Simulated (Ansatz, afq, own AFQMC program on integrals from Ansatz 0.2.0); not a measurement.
**AlSiH4, doublet in 6-31G, levels against CCSDT(Q)**

| atom | x (Å) | y (Å) | z (Å) |
| --- | --- | --- | --- |
| Si | 0.0000 | 0.0559 | 1.3137 |
| Al | 0.0000 | -0.1148 | -1.4899 |
| H | 0.0000 | 1.6221 | 1.9542 |
| H | 1.3596 | -0.7471 | 1.9211 |
| H | -1.3596 | -0.7471 | 1.9211 |
| H | 0.0000 | 1.3863 | -2.5183 |

Connectivity, by distances: SiH3–AlH.

Basis 6-31G. Noble-gas cores (and the filled d shells of Ga–Kr and In–Xe) are frozen. AFQMC by an in-house program on the Cholesky factors that Ansatz 0.2.0 writes for its CCSD(T) run. ph-AFQMC/CISD is guided by a CISD state made of CCSD amplitudes; releasing the constraint for a short imaginary time cuts its bias at the price of noise, slowly where states lie close. Free projection: walkers drawn from exp(T), propagated without any constraint. Its projection time is finite, and what remains of the start isn't in its error. Uncertainties: one standard error, sampling alone.

Determinant: UHF, the one that the program's search chose, which needn't be the lowest solution. The geometry is a point of a scan.

No full CI on the walks' own integrals is used here; CCSDT(Q) serves as the reference and is uncertain by about the last step of the cluster series.

The T1 diagnostic is 0.0158 and the weight of the determinant in the CISD state is 0.877. The ⟨S²⟩ of the determinant is 0.767 and the size of the correlated space is 11 electrons in 24 orbitals.

| level | correlation energy (eV) |
| --- | --- |
| MP2 | -2.4454 |
| CCSD | -3.4968 |
| CCSD(T) | -3.5663 |

Problem. Estimate where AFQMC with the constraint released lies against CCSD(T) on the same integrals.

Solution. 2.9 ± 0.5 kJ/mol below CCSD(T).

Reference: CCSDT(Q), correlation energy -3.598 eV. The released energy is read at 2.40 1/Eh (meV from the phaseless value at times in 1/Eh: -8 ± 8 at 0.24, -9 ± 6 at 0.51, -7 ± 6 at 0.99, -5 ± 7 at 1.62, -11 ± 5 at 2.40).

```
         level  E − E(reference) (kJ/mol)  share of correlation (%)
       CCSD(T)                        3.1                     99.12
         CCSDT                        0.3                     99.90
   ph-AFQMC/HF                  3.0 ± 4.0                     99.15
 ph-AFQMC/CISD                  1.3 ± 0.7                     99.63
released AFQMC                  0.2 ± 0.5                     99.94
    free AFQMC                  1.0 ± 0.5                     99.72
```

Free projections are given only where their last times agree within the noise and don't stop above the reference; a slow remainder of the start can still hide under it. A walk keeps the symmetry of its determinant, which the program's search chose and which needn't be the lowest solution, so a lower state of the same spin and another symmetry isn't excluded. Released energies are given only where the last usable release times agree within the noise; a slower fall can still hide under it.
